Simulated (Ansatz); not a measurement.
fcc Pb, treated with HSE06 in Ansatz (plane waves, PAW).

Run with plane-wave cutoff 460 eV, 12×12×12 k mesh, Fermi–Dirac smearing 0.05 eV, scalar-relativistic PAW data made under PBE.

Cell (relaxed at this level):

```cif
data_Pb
_chemical_formula_sum 'Pb1'
_space_group_name_H-M_alt 'P 1'
_space_group_IT_number 1
_cell_length_a 3.53416
_cell_length_b 3.53416
_cell_length_c 3.53416
_cell_angle_alpha 60.000
_cell_angle_beta 60.000
_cell_angle_gamma 60.000
loop_
_space_group_symop_operation_xyz
  'x, y, z'
loop_
_atom_site_label
_atom_site_type_symbol
_atom_site_fract_x
_atom_site_fract_y
_atom_site_fract_z
_atom_site_occupancy
Pb1 Pb 0.00000 0.00000 0.00000 1
```

Problem. Give the computed bulk modulus and pressure derivative B′ of the bulk modulus.

Solution. 
- bulk modulus: 42.2 GPa
- pressure derivative B′ of the bulk modulus: 3.7

Measured, for comparison: bulk modulus 47 GPa (corrected for temperature and zero-point phonon effects; as tabulated in Levämäki et al. (2014), arXiv:1402.3671). Computed (rounded) less measured: bulk modulus -10 %.

Spin–orbit coupling is not included; it can shift volumes and moduli of such heavy elements.

Ansatz is a first-principles code.
